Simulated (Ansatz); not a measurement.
Reaction (SMILES): O(F)F + H+ → F[OH+]F
B3LYP-D3(BJ)/def2-TZVP geometries, fixed; electronic energies without zero-point terms; positive where energy is released.

Basis-set convergence of the proton affinity at HF with Ansatz (a first-principles code). Cartesian d functions, on some or all atoms, in 6-31G*, 6-31+G*; all else is spherical. A restricted Hartree-Fock determinant is unstable towards unrestricted orbitals. The proton sits at the site shown, which need not be the one that binds it best. No added dispersion term, no relativity. Functions are those of the species that has most. Reference: the value in pcseg-4, 114.89 kcal/mol, itself unsure by roughly 0.05 kcal/mol (its mean distance from aug-pcseg-3, aug-cc-pVQZ, cc-pV5Z). Deviations are taken from unrounded values.

```json
[
 {"basis": "6-31G*", "functions": "47", "proton affinity (kcal/mol)": "109.95"},
 {"basis": "6-31+G*", "functions": "59", "proton affinity (kcal/mol)": "107.12"},
 {"basis": "cc-pVDZ", "functions": "47", "proton affinity (kcal/mol)": "109.91"},
 {"basis": "aug-cc-pVDZ", "functions": "78", "proton affinity (kcal/mol)": "112.07"},
 {"basis": "def2-SVP", "functions": "47", "proton affinity (kcal/mol)": "109.69"},
 {"basis": "def2-SVPD", "functions": "77", "proton affinity (kcal/mol)": "111.05"},
 {"basis": "pcseg-1", "functions": "47", "proton affinity (kcal/mol)": "104.75"},
 {"basis": "aug-pcseg-1", "functions": "78", "proton affinity (kcal/mol)": "111.28"},
 {"basis": "6-311G**", "functions": "60", "proton affinity (kcal/mol)": "111.26"},
 {"basis": "6-311+G**", "functions": "72", "proton affinity (kcal/mol)": "110.25"},
 {"basis": "def2-TZVP", "functions": "99", "proton affinity (kcal/mol)": "113.36"},
 {"basis": "def2-TZVPD", "functions": "129", "proton affinity (kcal/mol)": "113.73"},
 {"basis": "cc-pVTZ", "functions": "104", "proton affinity (kcal/mol)": "114.45"},
 {"basis": "aug-cc-pVTZ", "functions": "161", "proton affinity (kcal/mol)": "114.44"},
 {"basis": "pcseg-2", "functions": "104", "proton affinity (kcal/mol)": "113.89"},
 {"basis": "aug-pcseg-2", "functions": "161", "proton affinity (kcal/mol)": "114.47"},
 {"basis": "def2-TZVPP", "functions": "107", "proton affinity (kcal/mol)": "114.22"},
 {"basis": "def2-TZVPPD", "functions": "137", "proton affinity (kcal/mol)": "114.44"},
 {"basis": "cc-pVQZ", "functions": "195", "proton affinity (kcal/mol)": "114.93"},
 {"basis": "aug-cc-pVQZ", "functions": "286", "proton affinity (kcal/mol)": "114.84"},
 {"basis": "def2-QZVPP", "functions": "201", "proton affinity (kcal/mol)": "114.98"},
 {"basis": "def2-QZVPPD", "functions": "231", "proton affinity (kcal/mol)": "114.80"},
 {"basis": "pcseg-3", "functions": "213", "proton affinity (kcal/mol)": "114.98"},
 {"basis": "aug-pcseg-3", "functions": "304", "proton affinity (kcal/mol)": "114.86"}
]
```

What the diffuse functions change, pair by pair:
- 6-31G* to 6-31+G*: 12 more functions, deviation -4.94 to -7.77 kcal/mol
- cc-pVDZ to aug-cc-pVDZ: 31 more functions, deviation -4.98 to -2.82 kcal/mol
- def2-SVP to def2-SVPD: 30 more functions, deviation -5.20 to -3.84 kcal/mol
- pcseg-1 to aug-pcseg-1: 31 more functions, deviation -10.14 to -3.61 kcal/mol
- 6-311G** to 6-311+G**: 12 more functions, deviation -3.63 to -4.64 kcal/mol
- def2-TZVP to def2-TZVPD: 30 more functions, deviation -1.53 to -1.16 kcal/mol
- cc-pVTZ to aug-cc-pVTZ: 57 more functions, deviation -0.44 to -0.45 kcal/mol
- pcseg-2 to aug-pcseg-2: 57 more functions, deviation -1.00 to -0.42 kcal/mol
- def2-TZVPP to def2-TZVPPD: 30 more functions, deviation -0.66 to -0.45 kcal/mol
- cc-pVQZ to aug-cc-pVQZ: 91 more functions, deviation 0.05 to -0.05 kcal/mol
- def2-QZVPP to def2-QZVPPD: 30 more functions, deviation 0.09 to -0.09 kcal/mol
- pcseg-3 to aug-pcseg-3: 91 more functions, deviation 0.09 to -0.03 kcal/mol

They bring the value nearer the reference by more than 0.05 kcal/mol in 7 of 12 pairs.
